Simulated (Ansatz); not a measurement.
# AlH4OSi radical: basis-set convergence

One table from this session's results is given with a row withheld; the runs are named, their logs left out.

Method: one geometry, several basis sets; program: Ansatz 0.2.0, Gaussian basis.

Levels to be run: PBE0-D4/def2-SVP; ωB97M-V/def2-SVP; PBE0-D4/def2-QZVPP; ωB97M-V/def2-QZVPP; CCSD(T)/cc-pV(D+d)Z; CCSD(T)/cc-pV(T+d)Z; CCSD(T)/cc-pV(Q+d)Z; the functionals' def2-TZVPP values are taken from earlier runs.

## Structure used throughout

The geometry comes from an earlier relaxation with PBE0-D4 in a triple-zeta def2 set; it is a stationary point, not always the lowest conformer.

SMILES `[AlH][O][SiH3]`, 7 atoms, charge 0, spin multiplicity 2.

Atoms are counted from 1 here; the program's logs count them from 0.

Bond lengths: Al1–O2 1.689 Å, Al1–H4 1.608 Å, O2–Si3 1.627 Å, Si3–H5 1.487 Å, Si3–H6 1.487 Å, Si3–H7 1.488 Å. Angles: O2–Al1–H4 116.0°, Al1–O2–Si3 169.6°, O2–Si3–H5 110.0°, O2–Si3–H6 110.2°, O2–Si3–H7 110.3°, H5–Si3–H6 108.8°, H5–Si3–H7 108.7°, H6–Si3–H7 108.8°.

The first run:

Input file in.yaml:

```yaml
crystal:
  periodic: [false, false, false]
  atoms:
    - {symbol: Al, position_ang: [-1.643687, -1.503655, -0.201117]}
    - {symbol: O, position_ang: [-0.403041, -0.368636, -0.047346]}
    - {symbol: Si, position_ang: [0.870949, 0.567401, 0.335828]}
    - {symbol: H, position_ang: [-2.580134, -1.352766, -1.500161]}
    - {symbol: H, position_ang: [1.204439, 1.463622, -0.802673]}
    - {symbol: H, position_ang: [0.554908, 1.401190, 1.526191]}
    - {symbol: H, position_ang: [2.057767, -0.275156, 0.643478]}
basis:
  gaussian: {orbitals: def2-SVP}
magnetization: {spin_polarized: true, initial_magnetization: 1}
hamiltonian: {xc: pbe0, dispersion: d4}
output: {orbitals: {seedname: orbitals}}
```

Launch:

```bash
> ansatz run in.yaml --threads 2 --pin off --events-out ev --progress --plain --max-ram 22528MiB --backend cpu
```

Steps of the session up to this table: PBE0-D4 in def2-SVP; ωB97M-V in def2-SVP; PBE0-D4 in def2-QZVPP; ωB97M-V in def2-QZVPP.

One table of the session follows, with a row left open; its other results are not shown here.

| functional | basis | HOMO (eV) | LUMO (eV) |
| --- | --- | --- | --- |
| PBE0-D4 | def2-SVP | ? | ? |
| PBE0-D4 | def2-TZVPP | -5.77 | -2.32 |
| PBE0-D4 | def2-QZVPP | -5.78 | -2.34 |
| ωB97M-V | def2-SVP | -7.33 | -0.83 |
| ωB97M-V | def2-TZVPP | -7.42 | -0.85 |
| ωB97M-V | def2-QZVPP | -7.46 | -0.94 |

Q: Estimate the row for PBE0-D4, def2-SVP from the others.

**Answer.** HOMO (eV): -5.70; LUMO (eV): -2.30. In the column «HOMO (eV)» it is the highest.
